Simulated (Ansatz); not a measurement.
# CH₃+ (triplet): from Hartree-Fock to the top rungs at distance C1–H2 = 3.984 Å, cc-pVDZ

How much of the correlation energy of CH₃+ (triplet) does each wave-function method recover here?

Program: Ansatz 0.2.0, Gaussian basis. Level of theory: cc-pVDZ, core rule «outside noble gas», up to 1 orbitals frozen. These are calculated values, not measurements.

To be run: UHF; CCSD(T) on ROHF; CCSD(T) on UHF; BCCD(T) on ROHF; CISD; CCSDT(Q) on ROHF; CCSDT(Q) on UHF; CASSCF and MRCISD+Q, 4 electrons in 4 orbitals; CASSCF and NEVPT2, 4 electrons in 4 orbitals; CASSCF and MRCISD+Q, 6 electrons in 7 orbitals; CASSCF and MRCISD+Q(relaxed), 6 electrons in 7 orbitals; CASSCF and NEVPT2, 6 electrons in 7 orbitals; Full CI.

23 further runs of the same task are left out: 1 for a mislabelled method, 15 that didn't finish, 7 set aside as unsound or not needed.

### Step 1. The system

The geometry derives from a PBE0/def2-TZVP stationary point (not a proven minimum). One bond is set to the value named and the two fragments are kept rigid.

4 atoms, charge 1, spin multiplicity 3.

Atoms are counted from 1 here; the program's logs count them from 0.

Bond lengths: C1–H3 1.083 Å, C1–H4 1.170 Å. Angles: H3–C1–H4 144.3°.

### Step 2. UHF

in.yaml

```yaml
crystal:
  periodic: [false, false, false]
  atoms:
    - {symbol: C, position_ang: [0.000000, -0.110159, 0.207909]}
    - {symbol: H, position_ang: [0.000000, 2.216441, -3.026157]}
    - {symbol: H, position_ang: [0.000000, -0.110159, 1.290821]}
    - {symbol: H, position_ang: [0.000000, -0.793618, -0.742126]}
basis:
  gaussian: {orbitals: cc-pVDZ}
total_charge: 1
magnetization: {spin_polarized: true, initial_magnetization: 2}
hamiltonian: {xc: hf}
output: {orbitals: {seedname: orbitals}}
```

The run is started by

```
ansatz run in.yaml --threads 1 --pin off --events-out ev --progress --plain --max-ram 2393MiB
```

After this run come: CCSD(T) on ROHF; CCSD(T) on UHF; BCCD(T) on ROHF; CISD; CCSDT(Q) on ROHF; CCSDT(Q) on UHF; CASSCF and MRCISD+Q, 4 electrons in 4 orbitals; CASSCF and NEVPT2, 4 electrons in 4 orbitals; CASSCF and MRCISD+Q, 6 electrons in 7 orbitals; CASSCF and MRCISD+Q(relaxed), 6 electrons in 7 orbitals; CASSCF and NEVPT2, 6 electrons in 7 orbitals; Full CI.

**Question.** What will the summary of the whole plan be? Wanted: FCI below the RHF energy; RMP2 from FCI; UMP2 from FCI; RCCSD from FCI; RCCSD(T) from FCI; UCCSD(T) from FCI; RCCSDT(Q) from FCI; UCCSDT(Q) from FCI; NEVPT2 pair from FCI.

The runs gave:

| quantity | value |
| --- | --- |
| FCI below the RHF energy | -2.7854 eV |
| RMP2 from FCI | +638.6 meV |
| UMP2 from FCI | +633.3 meV |
| RCCSD from FCI | +49.4 meV |
| RCCSD(T) from FCI | +11.6 meV |
| UCCSD(T) from FCI | +11.2 meV |
| RCCSDT(Q) from FCI | +0.2 meV |
| UCCSDT(Q) from FCI | -0.3 meV |
| NEVPT2 pair from FCI | +590.5 meV |
| MRCISD+Q pair from FCI | -6.6 meV |
| NEVPT2 valence from FCI | +407.5 meV |
| levels within 1 kcal/mol (43 meV) | RCCSD(T), UCCSD(T), BCCD(T), RCCSDT, UCCSDT, RCCSDT(Q), UCCSDT(Q), MRCISD+Q pair, MRCISD+Q valence, MRCISD+Q(relaxed) valence |
| T1 diagnostic | 0.013 |
| effectively unpaired electrons | 2.02 |

What this shows: RCCSD(T) lands +11.6 meV from the yardstick (0.4 % of the correlation energy). MRCISD+Q pair, MRCISD+Q(relaxed) valence fall below full CI: the +Q correction isn't variational, and the cores differ from full CI's. One determinant dominates. Of the multireference levels listed MRCISD+Q pair comes nearest in total energy (-6.6 meV), which doesn't show that its space is the better one. These misses are within one basis, not against nature; the frozen cores of restricted and unrestricted runs differ, which can shift their rows.
